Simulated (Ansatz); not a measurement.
`ClC1=CCC1` + H₂O → `OC1=CCC1` + HCl at 298.15 K and 1 bar (formal hydrolysis of a C–Cl bond).

Gas-phase electronic energies from Ansatz, PBE0-D4/def2-TZVP geometries. CBS: MP2 limit from def2 TZ/QZ plus the TZ coupled-cluster correction, frozen cores. This one scheme is used for every species. Each species was taken in one conformer, which may not be the lowest.

| species | CCSD(T)/CBS energy (Eh) | H − E (kJ/mol) | S (J/(mol·K)) |
| --- | --- | --- | --- |
| `ClC1=CCC1` | -614.94192 | 219.8 | 298.6 |
| H₂O | -76.37941 | 66.4 | 188.7 |
| `OC1=CCC1` | -230.93578 | 256.3 | 293.1 |
| HCl | -460.38127 | 26.6 | 186.8 |

H − E and S are ideal-gas, rigid-rotor, harmonic terms from PBE0-D4/def2-TZVP, for one conformer and one mirror image of each species. 1 Eh = 2625.50 kJ/mol, R = 8.31446 J/(mol·K).

Question: By hand: ΔE, ΔH, ΔS and ΔG.

Answer: ΔE = (-230.93578) + (-460.38127) − (-614.94192) − (-76.37941) = 0.00428 Eh = 11.2 kJ/mol. Δ(H − E) = 256.3 + 26.6 − 219.8 − 66.4 = -3.3, so ΔH = 7.9 kJ/mol. ΔS = 293.1 + 186.8 − 298.6 − 188.7 = -7.4 J/(mol·K). ΔG = 7.9 − 298.15 × (-7.4)/1000 = 10.1 kJ/mol.

Question: By hand: the equilibrium constant, and the temperature at which ΔG would vanish if ΔH and ΔS stayed fixed.

Answer: log₁₀ K = −ΔG/(RT ln 10) = -1.8. ΔH and −TΔS have one sign here, so there is no such temperature.

The number of gas molecules stays the same, so ΔS is small and ΔH decides. A doubt of 5 kJ/mol in ΔE shifts log₁₀ K by 0.9 here. Other conformers and mirror images would add mixing entropy, several J/(mol·K) or more a flexible species. These are equilibria of isolated gas molecules and say nothing of rates. Largest T1 diagnostic: 0.011 (customary marks: 0.02 for closed shells, 0.045 for open ones).

ΔS is within the doubt of such terms, so its sign, and with it that verdict, could turn.
